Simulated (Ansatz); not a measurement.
C₃H₆OS₂, SMILES `COC(=S)SC`. Charge 0, multiplicity 1.

```xyz
12

C     1.773   -0.475    1.342
O     1.585   -0.755   -0.040
C     0.467   -0.395   -0.663
S     0.268   -0.721   -2.246
S    -0.700    0.423    0.358
C    -2.028    0.740   -0.793
H     2.756   -0.872    1.585
H     1.753    0.601    1.529
H     1.013   -0.973    1.948
H    -2.799    1.252   -0.215
H    -1.678    1.372   -1.608
H    -2.410   -0.196   -1.196
```

**Question.** Give the diagnostics of a CCSD(T)/def2-TZVPP run (frozen core, the Gaussian-basis code of Ansatz). (Best estimate.)

**Answer.** The calculation gave: T1 = 0.0157, largest single amplitude 0.044, largest double 0.068, (T) share of the correlation energy 4.7 %, 10 CCSD cycles. The RHF solution is stable towards an unrestricted one. T1 lies under the customary mark of 0.02 for closed shells.
